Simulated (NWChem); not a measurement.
System: dimethyl ether (C2H6O); SMILES COC

NWChem input:

```
start job
memory heap 200 mb stack 900 mb global 1100 mb
geometry units angstroms noautoz
  C      1.161079     0.000000     0.184739
  O      0.000000     0.000000    -0.581115
  C     -1.161079     0.000000     0.184739
  H      1.233042    -0.895231     0.836189
  H      1.233042     0.895231     0.836189
  H      2.021460     0.000000    -0.499582
  H     -1.233042    -0.895231     0.836189
  H     -2.021460     0.000000    -0.499582
  H     -1.233042     0.895231     0.836189
end
basis spherical
  * library def2-tzvp
end
dft
  xc pbe0
  iterations 200
  convergence diis 3
end
task dft gradient
```

Excerpt of the output:

```
             Northwest Computational Chemistry Package (NWChem) 7.3.0
             --------------------------------------------------------

 C2V symmetry detected

                             Geometry "geometry" -> ""
                             -------------------------

 Output coordinates in angstroms (scale by  1.889725989 to convert to a.u.)

  No.       Tag          Charge          X              Y              Z
 ---- ---------------- ---------- -------------- -------------- --------------
    1 C                    6.0000     1.16107900     0.00000000     0.18806438
    2 O                    8.0000     0.00000000     0.00000000    -0.57778962
    3 C                    6.0000    -1.16107900     0.00000000     0.18806438
    4 H                    1.0000     1.23304200    -0.89523100     0.83951438
    5 H                    1.0000     1.23304200     0.89523100     0.83951438
    6 H                    1.0000     2.02146000     0.00000000    -0.49625662
    7 H                    1.0000    -1.23304200    -0.89523100     0.83951438
    8 H                    1.0000    -2.02146000     0.00000000    -0.49625662
    9 H                    1.0000    -1.23304200     0.89523100     0.83951438

 Effective nuclear repulsion energy (a.u.)      84.3016808458

      Symmetry information
      --------------------

 Group name             C2v
 Group number             16
 Group order               4
 No. of unique centers     4

                                 NWChem DFT Module
                                 -----------------

 Summary of "ao basis" -> "ao basis" (spherical)
 ------------------------------------------------------------------------------
       Tag                 Description            Shells   Functions and Types
 ---------------- ------------------------------  ------  ---------------------
 C                         def2-tzvp                11       31   5s3p2d1f
 O                         def2-tzvp                11       31   5s3p2d1f
 H                         def2-tzvp                 4        6   3s1p

      Symmetry analysis of basis
      --------------------------

        a1         46
        a2         20
        b1         39
        b2         24

            General Information
            -------------------
          SCF calculation type: DFT
          Wavefunction type:  closed shell.
          No. of atoms     :     9
          No. of electrons :    26
           Alpha electrons :    13
            Beta electrons :    13
          Charge           :     0
          Spin multiplicity:     1
          Use of symmetry is: on ; symmetry adaption is: on
          Maximum number of iterations: 200
          AO basis - number of functions:   129
                     number of shells:    57
          Convergence on energy requested:  1.00D-06
          Convergence on density requested:  1.00D-05
          Convergence on gradient requested:  5.00D-04

              XC Information
              --------------
                         PBE0 Method XC Functional
                     Hartree-Fock (Exact) Exchange  0.250
          PerdewBurkeErnzerhof Exchange Functional  0.750
            Perdew 1991 LDA Correlation Functional  1.000 local
           PerdewBurkeErnz. Correlation Functional  1.000 non-local

             Grid Information
             ----------------
          Grid used for XC integration:  medium
          Radial quadrature: Mura-Knowles
          Angular quadrature: Lebedev.
          Tag              B.-S. Rad. Rad. Pts. Rad. Cut. Ang. Pts.
          ---              ---------- --------- --------- ---------
          C                   0.70       49          10.0       434
          O                   0.60       49           8.0       434
          H                   0.35       45          11.0       434
          Grid pruning is: on
          Number of quadrature shells:   188
          Spatial weights used:  Erf1

      Superposition of Atomic Density Guess
      -------------------------------------

 Sum of atomic energies:        -153.12581886

      Non-variational initial energy
      ------------------------------

 Total energy =    -154.802954
 1-e energy   =    -373.555960
 2-e energy   =     134.451325
 HOMO         =      -0.342239
 LUMO         =       0.084236

      Symmetry analysis of molecular orbitals - initial
      -------------------------------------------------

  Numbering of irreducible representations:

     1 a1          2 a2          3 b1          4 b2

  Orbital symmetries:

     1 a1          2 a1          3 b1          4 a1          5 b1
     6 a1          7 b2          8 b1          9 a1         10 a2
    11 b1         12 a1         13 b2         14 a1         15 a1
    16 b1         17 a1         18 b2         19 b1         20 a2
    21 b1         22 a1         23 b2

   convergence    iter        energy       DeltaE   RMS-Dens  Diis-err
 ---------------- ----- ----------------- --------- --------- ---------
 d= 0,ls=0.0,diis     1   -154.8618502379 -2.39D+02  4.15D-03  4.56D-01
  Resetting Diis
 d= 0,ls=0.0,diis     2   -154.8665421515 -4.69D-03  2.37D-03  4.00D-01
 d= 0,ls=0.0,diis     3   -154.8985810012 -3.20D-02  1.65D-03  5.13D-02
 d= 0,ls=0.0,diis     4   -154.8924300811  6.15D-03  1.08D-03  1.22D-01
 d= 0,ls=0.0,diis     5   -154.9026271235 -1.02D-02  4.79D-05  7.65D-05
 d= 0,ls=0.0,diis     6   -154.9026348092 -7.69D-06  1.32D-05  9.25D-06
 d= 0,ls=0.0,diis     7   -154.9026359060 -1.10D-06  2.28D-06  5.19D-07
 d= 0,ls=0.0,diis     8   -154.9026359594 -5.35D-08  6.43D-07  1.05D-08

         Total DFT energy =     -154.902635959430
      One electron energy =     -376.591954510375
           Coulomb energy =      158.887687218846
    Exchange-Corr. energy =      -21.500049513713
 Nuclear repulsion energy =       84.301680845811

 Numeric. integr. density =       26.000013075864

                  Occupations of the irreducible representations
                  ----------------------------------------------

                     irrep           alpha         beta
                     --------     --------     --------
                     a1                6.0          6.0
                     a2                1.0          1.0
                     b1                4.0          4.0
                     b2                2.0          2.0

                       DFT Final Molecular Orbital Analysis
                       ------------------------------------

 Vector   11  Occ=2.000000D+00  E=-3.872311D-01  Symmetry=b1
              MO Center= -1.1D-14, -1.1D-14, -4.3D-02, r^2= 3.4D+00
   Bfn.  Coefficient  Atom+Function         Bfn.  Coefficient  Atom+Function
  ----- ------------  ---------------      ----- ------------  ---------------
   107      0.196046  6 H  s                119     -0.196046  8 H  s
     6      0.193026  1 C  px                68      0.193026  3 C  px
     8     -0.144838  1 C  pz                 9      0.145108  1 C  px
    70      0.144838  3 C  pz                71      0.145108  3 C  px
   106      0.130436  6 H  s                118     -0.130436  8 H  s

 Vector   12  Occ=2.000000D+00  E=-3.345593D-01  Symmetry=a1
              MO Center=  2.4D-14, -1.4D-15, -2.7D-01, r^2= 2.1D+00
   Bfn.  Coefficient  Atom+Function         Bfn.  Coefficient  Atom+Function
  ----- ------------  ---------------      ----- ------------  ---------------
    39      0.345701  2 O  pz                42      0.290142  2 O  pz
    45      0.215982  2 O  pz                 8     -0.168193  1 C  pz
    70     -0.168193  3 C  pz                35     -0.132943  2 O  s
    11     -0.127920  1 C  pz                73     -0.127920  3 C  pz
    36     -0.122224  2 O  s                107      0.114082  6 H  s

 Vector   13  Occ=2.000000D+00  E=-2.730752D-01  Symmetry=b2
              MO Center= -8.3D-15, -1.7D-16, -1.0D-01, r^2= 1.9D+00
   Bfn.  Coefficient  Atom+Function         Bfn.  Coefficient  Atom+Function
  ----- ------------  ---------------      ----- ------------  ---------------
    38      0.411183  2 O  py                41      0.350687  2 O  py
    44      0.270438  2 O  py                96      0.134054  4 H  s
   102     -0.134054  5 H  s                114      0.134054  7 H  s
   126     -0.134054  9 H  s                 95      0.122784  4 H  s
   101     -0.122784  5 H  s                113      0.122784  7 H  s

 Vector   14  Occ=0.000000D+00  E= 5.059543D-02  Symmetry=a1
              MO Center=  5.7D-14,  3.7D-15,  6.6D-01, r^2= 6.6D+00
   Bfn.  Coefficient  Atom+Function         Bfn.  Coefficient  Atom+Function
  ----- ------------  ---------------      ----- ------------  ---------------
     5      2.449639  1 C  s                 67      2.449639  3 C  s
    96     -1.291282  4 H  s                102     -1.291282  5 H  s
   114     -1.291282  7 H  s                126     -1.291282  9 H  s
   108     -0.897621  6 H  s                120     -0.897621  8 H  s
    14      0.459087  1 C  pz                76      0.459087  3 C  pz

[...]

                         DFT ENERGY GRADIENTS

    atom               coordinates                        gradient
                 x          y          z           x          y          z
   1 C       2.194121   0.000000   0.355390   -0.009356   0.000000  -0.006781
   2 O       0.000000   0.000000  -1.091864    0.000000   0.000000   0.004981
   3 C      -2.194121   0.000000   0.355390    0.009356   0.000000  -0.006781
   4 H       2.330112  -1.691741   1.586452    0.001299  -0.004122   0.003577
   5 H       2.330112   1.691741   1.586452    0.001299   0.004122   0.003577
   6 H       3.820005   0.000000  -0.937789    0.004920   0.000000  -0.002863
   7 H      -2.330112  -1.691741   1.586452   -0.001299  -0.004122   0.003577
   8 H      -3.820005   0.000000  -0.937789   -0.004920   0.000000  -0.002863
   9 H      -2.330112   1.691741   1.586452   -0.001299   0.004122   0.003577
```

Level: PBE0/def2-TZVP. Geometry: optimised at PBE0/def2-SVP.
